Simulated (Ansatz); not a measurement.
## Structure relaxation of CdGa2

Level of theory: DFT PBE, scalar-relativistic, plane waves, PAW (Ansatz 0.2.0). Cutoff 420 eV, Γ-centred k mesh, Gaussian smearing, no spin polarisation in the final step.

The start puts CdGa2 on the MoSi2 (C11b) structure type (I4/mmm, No. 139), with Cd in place of Mo, Ga in place of Si, at a guessed volume.

```xyz
3
Lattice="-1.7967 1.7967 4.4076 1.7967 -1.7967 4.4076 1.7967 1.7967 -4.4076" Properties=species:S:1:pos:R:3 pbc="T T T"
Cd    0.0000    0.0000    0.0000
Ga    0.0000    0.0000    5.8621
Ga    0.0000    0.0000    2.9531
```

Cell and atoms relax at zero pressure; the relaxation can't lower the symmetry of the start. After a coarse first stage the cell is made exact in the group found at 0.06 Å.

Energies over the elements count from the elements' standard structures at the same level, with no empirical corrections.

Which crystal results?

It keeps I4/mmm (No. 139). The result has the MoSi2 (C11b) structure. Conventional cell: a = 3.704 Å, c = 9.153 Å. Cd has 10 Ga at 3.00–3.06 Å and 4 Cd at 3.70 Å; Ga has 5 Ga at 2.98–3.15 Å, 5 Cd at 3.00–3.06 Å and 4 Ga at 3.70 Å.

Space group I4/mmm (No. 139). a = 3.704 Å, b = 3.704 Å, c = 9.153 Å, α = 90.00°, β = 90.00°, γ = 90.00°
```
atom site symmetry x y z
  Cd    2a     4/mmm  0.0000  0.0000  0.0000
  Ga    4e       4mm  0.5000  0.5000  0.1720
```

What are its volume, energy, density and gap?

The volume per atom is 20.93 Å³. The density is 6.66 g/cm³. The energy over the elements is 0.07 eV/atom and the gap on the 18×18×18 mesh is 0 eV (a metal).

The final run used a 18×18×18 mesh on its 3-atom cell and 0.10 eV smearing. For metals, differences of a few meV/atom aren't resolved. A structure relaxed within its symmetry needn't be a true minimum.